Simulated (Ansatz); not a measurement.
# Other spins and charges of AlGe⁺, singlet at one geometry

Geometry (PBE0/def2-TZVP stationary point for this spin):

```yaml
atoms:
  - { symbol: Ge, position_ang: [0.0000, 0.0000, 0.0000] }
  - { symbol: Al, position_ang: [0.0000, 0.0000, 3.1299] }
```

Basis cc-pVDZ; Ansatz 0.2.0. Only valence electrons are correlated (noble-gas cores and the filled d shells of p-block atoms frozen). R marks a restricted (for open shells ROHF) determinant. Active spaces: valence = (6e, 8o) chosen from the atoms' valence shells. No spin–orbit coupling is included, and no scalar relativity.

Gaps are energies of the second state less the first, at fixed atoms, for a selection of the levels run; each method lands on the state that its own search finds for that charge and spin.

Triplet less singlet: -0.468 eV at full CI (singlet A1, triplet B1, in C2v).

```
                 level  gap (eV)  error (meV)
                   RHF    -0.839         -371
                  RMP2    -0.657         -189
                  CISD    -0.600         -132
              RCCSD(T)    -0.484          -16
                RCCSDT    -0.480          -12
                CISDTQ    -0.479          -11
             RCCSDT(Q)    -0.472           -4
CASSCF (valence space)    -0.377           91
NEVPT2 (valence space)    -0.603         -135
MRCISD (valence space)    -0.536          -68
```

Full CI is exact within this basis and frozen core; it isn't the basis-set limit.
